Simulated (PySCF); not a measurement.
# CF at UHF-SCS-MP2

Computed with UHF-SCS-MP2; PySCF, no relativity, basis sets C pcseg-2, F pcseg-2.

| Item | Value |
| --- | --- |
| state | ²Π (doublet), unpaired electrons π ↑ |
| bond length | 0.1275 nm |
| harmonic wavenumber | 1321 cm⁻¹ |
| force constant | 7.56 mdyn/Å |
| rotational constant Be | 1.410 cm⁻¹ |
| anharmonicity ωexe | 10.8 cm⁻¹ |
| vibration–rotation constant αe | 0.0178 cm⁻¹ |
| well depth De to C + F | 5.64 eV |
| dissociation energy D0 | 5.56 eV |

Correlated steps freeze 2 core orbitals. The state is the lowest determinant that a PBE0 search found; another state may lie lower at other levels.
